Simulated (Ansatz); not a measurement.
Born–Oppenheimer molecular dynamics of Cl2H2Si (5 atoms, charge 0, multiplicity 1). It starts at the highest image of a converged band. Of that band: Neighbouring images differ by up to 1.6 eV, so the band resolves the path poorly. A vibrational analysis at the climbing image gives one clearly imaginary mode, 649i cm⁻¹: a first-order saddle point.

Theory: Ansatz, RKS PBE0-D4/def2-SVP.

```
ensemble                      : NVE (velocity Verlet)
time step                     : 0.5 fs
steps asked                   : 200
starting velocities drawn for : 300 K
seed                          : 11545
```

First frame:

```xyz
5
Properties=species:S:1:pos:R:3
Si -0.446 0.011 0.363
H 0.899 -0.041 1.410
Cl 2.116 0.022 0.533
H -0.459 1.123 -0.653
Cl -0.874 -1.662 -0.778
```

Task: How far do the bonds stretch over the last three quarters of this one trajectory? (Pairs bonded in most of those frames.)

Result: 
| bond | mean (Å) | spread (Å) | shortest | longest |
| --- | --- | --- | --- | --- |
| Si1–H2 | 1.556 | 0.089 | 1.41 | 1.75 |
| Si1–Cl3 | 2.214 | 0.219 | 1.85 | 2.52 |
| Si1–H4 | 1.526 | 0.052 | 1.43 | 1.63 |
| Si1–Cl5 | 2.080 | 0.061 | 1.97 | 2.15 |

Mean temperature of the second half: 3715 K. The conserved energy stayed within 0.46 meV per atom of its start (net change 0.016 meV per atom), so the integration is sound. The kinetic energy rose, since the run started high on the potential surface and went downhill. A run of 0.1 ps of so small a system gives no equilibrium averages. The orbitals stay closed-shell, which can raise the energy where a bond breaks towards radicals; this wasn't checked here.

The run took 5.4 min on 1 thread of Arm Neoverse V2, with other jobs on the host, peak memory 0.12 GiB.
